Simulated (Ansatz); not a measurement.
C3H7NO, SMILES CCC(N)=O: vertical spin-state energies, run with Ansatz's Python interface.

`c3h7no_spin.py`
```python
"""Vertical spin-state energies of C3H7NO."""

import ansatz as az


def main() -> None:
    geometry_ang = [
        ("C", (1.5079, -0.016, -0.066)),
        ("C", (0.2428, 0.813, 0.1231)),
        ("C", (-0.9455, 0.1015, -0.4491)),
        ("N", (-1.637, -0.8828, 0.3193)),
        ("O", (-1.3139, 0.3456, -1.6289)),
        ("H", (2.3761, 0.5283, 0.3616)),
        ("H", (1.4103, -0.9933, 0.4535)),
        ("H", (1.6956, -0.1919, -1.1469)),
        ("H", (0.3693, 1.7971, -0.3782)),
        ("H", (0.0806, 0.9984, 1.2066)),
        ("H", (-2.4565, -1.3874, -0.0855)),
        ("H", (-1.3297, -1.1125, 1.2905)),
    ]
    c3h7no = az.Crystal.molecule()
    for symbol, xyz in geometry_ang:
        c3h7no = c3h7no.atom(symbol, xyz)

    setup = (
        c3h7no.calculation()
        .basis(gaussian="def2-SVP")
        .functional("pbe")
    )
    found = {}
    for unpaired in [0, 2]:
        rep = setup.spin("collinear", total=unpaired).run().report
        s = unpaired / 2
        found[unpaired] = rep["free_energy_ev"]
        print(f"2S+1 = {unpaired + 1}: E = {found[unpaired]:.5f} eV, <S^2> = {abs(rep['mean_field']['state']['spin_squared']):.3f} (pure state {s * (s + 1):.2f})")
    lowest = min(found, key=found.get)
    for unpaired, e in found.items():
        print(f"multiplicity {unpaired + 1}: {23.060548 * (e - found[lowest]):.1f} kcal/mol above the lowest")


if __name__ == "__main__":
    main()
```

Which spin state is lowest at this geometry, and how far above lie the others?

In order: multiplicity 1 (+0.00 eV) and multiplicity 3 (+4.70 eV), all at the one geometry.

The run itself:

```console
$ python c3h7no_spin.py
2S+1 = 1: E = -6749.38635 eV, <S^2> = 0.000 (pure state 0.00)
2S+1 = 3: E = -6744.68213 eV, <S^2> = 2.004 (pure state 2.00)
multiplicity 1: 0.0 kcal/mol above the lowest
multiplicity 3: 108.5 kcal/mol above the lowest
```

Reading the output:
- Total energies depend on the basis set; only differences at equal settings carry meaning.
- The geometry is a force-field or estimated start, not a minimum of this method, and the basis set is short of its limit. All parts are taken at fixed geometry, without zero-point energy.
- Hardware and time: 19 s on 1 thread of Arm Neoverse V2, on a shared host, peak memory 0.32 GiB.

(Lines on the test bed's own set-up are left out of the output.)
